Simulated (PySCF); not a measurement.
C2H5O, SMILES CC[O], multiplicity 2.

The structure is a stationary point at PBE-D3(BJ)/def2-TZVP. The isomer is the one that the SMILES or the coordinates give; other isomers of the formula were not compared.

All values below come from PBE-D3(BJ)/def2-TZVP (PySCF).

Harmonic, unscaled wavenumbers; measured fundamentals usually lie a few per cent lower.

```tsv
mode	ν (cm⁻¹)	IR (km/mol)	moving atoms (share of kinetic energy)
1	168	2.7	H 65 %, C 24 %, O 11 %
2	299	31.0	H 86 %, C 14 %
3	427	8.0	C 35 %, O 34 %, H 30 %
4	826	0.1	H 94 %
5	867	2.3	C 45 %, H 40 %, O 16 %
6	1061	8.6	C 54 %, H 43 %
7	1068	15.5	C 46 %, H 28 %, O 26 %
8	1170	0.0	H 81 %, C 18 %
9	1240	21.5	H 91 %
10	1328	27.0	H 71 %, C 25 %
11	1350	22.0	H 75 %, C 25 %
12	1430	8.3	H 97 %
13	1439	5.8	H 96 %
14	2747	4.5	H 93 %
15	2757	32.4	H 95 %
16	2973	11.4	H 97 %
17	3048	18.0	H 91 %, C 9 %
18	3056	13.6	H 91 %, C 9 %
```
